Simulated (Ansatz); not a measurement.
Start from `CC(C)CC(C)(C)C` and change one atom or group to get `CCCCC(C)(C)C`.

Ansatz, PBE0-D4/def2-TZVP geometries, multiplicity 1. Each molecule was computed in one conformer, which needn't be the lowest.

| property | `CC(C)CC(C)(C)C` |
| --- | --- |
| HOMO–LUMO gap (PBE0/def2-TZVPP) / eV | 9.37 |
| LUMO energy (B3LYP/def2-TZVPP) / eV | 0.66 |
| HOMO–LUMO gap (PBE/def2-TZVPP) / eV | 7.27 |
| vertical ionisation energy (CCSD(T)/CBS(def2)) / eV | 10.67 |
| LUMO energy (ωB97M-V/def2-TZVPP) / eV | 2.38 |
| LUMO energy (PBE/def2-TZVPP) / eV | 0.18 |

Q: What does the change do to each property? (An estimate is asked.)

A: Computed: 
```csv
property,`CCCCC(C)(C)C`,shift
HOMO–LUMO gap (PBE0/def2-TZVPP) / eV,9.53,0.16
LUMO energy (B3LYP/def2-TZVPP) / eV,0.72,0.06
HOMO–LUMO gap (PBE/def2-TZVPP) / eV,7.43,0.16
vertical ionisation energy (CCSD(T)/CBS(def2)) / eV,10.72,0.05
LUMO energy (ωB97M-V/def2-TZVPP) / eV,2.44,0.06
LUMO energy (PBE/def2-TZVPP) / eV,0.25,0.07
```

With PBE0 the HOMO falls by 0.10 eV and the LUMO rises by 0.07 eV, so the gap widens by about 0.17 eV. PBE moves the HOMO by -0.09 eV and ωB97M-V by -0.10 eV.

B3LYP here is the variant with VWN-RPA as its local correlation; programs differ in this.
